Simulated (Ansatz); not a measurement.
This Ansatz (a program for electronic structure) input (MP2/cc-pCVQZ) gives -238.26742 Eh with 282 basis functions. A basis named .json is the Basis Set Exchange file of that set (core-valence sets with the plain set on hydrogen).

Ansatz 0.2 input:
```yaml
crystal:
  periodic: [false, false, false]
  atoms:
    - {symbol: C, position_ang: [-0.14705728, -0.01302798, 0.65292698]}
    - {symbol: F, position_ang: [0.01653730, 1.14223575, -0.25159314]}
    - {symbol: F, position_ang: [-0.01718667, -1.12927050, -0.30451251]}
    - {symbol: H, position_ang: [0.88818797, -0.03851944, 1.08738899]}
basis:
  gaussian:
    orbitals: cc-pCVQZ.json
total_charge: -1
magnetization: {spin_polarized: false}
correlation: {method: mp2, frozen_orbitals: {C: 0, F: 0, H: 0}}
```

Change:
```diff
- orbitals: cc-pCVQZ.json
+ orbitals: cc-pwCVQZ.json
```

Problem. What does the run give now?

Solution. -238.26785 Eh (MP2/cc-pwCVQZ, 282 functions), a change of -0.43 mEh.
